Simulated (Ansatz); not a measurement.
AlF2, SMILES `[F][Al][F]` radical. Total charge 0; spin multiplicity 2.

(1) List the harmonic frequencies (cm⁻¹, unscaled) at PBE0-D4/def2-TZVP in Ansatz. (An estimate is asked.)

(2) Is this a minimum?

(3) Give the ideal-gas thermochemistry at 298.15 K and 1 bar (rigid rotor, harmonic oscillator; point group C2v, symmetry number 2).

(4) And at 400, 500, 600, 800 and 1000 K?

Results:

(1) The calculation gave: 233, 755, 904.

(2) Yes, all 3 modes are real.

(3) Zero-point energy 11.3 kJ/mol; H(298) − E = 23.0 kJ/mol; entropy 265.4 J/(mol·K), of which translation 160.9, rotation 89.3, vibration 9.4, electronic 5.8; G(298) − E = -56.2 kJ/mol.

(4) 
```
T (K)  H − E (kJ/mol)  S (J/mol/K)  G − E (kJ/mol)
  400            27.8        279.4           -83.9
  500            32.9        290.7          -112.4
  600            38.2        300.3          -142.0
  800            49.1        315.9          -203.7
 1000            60.2        328.4          -268.2
```
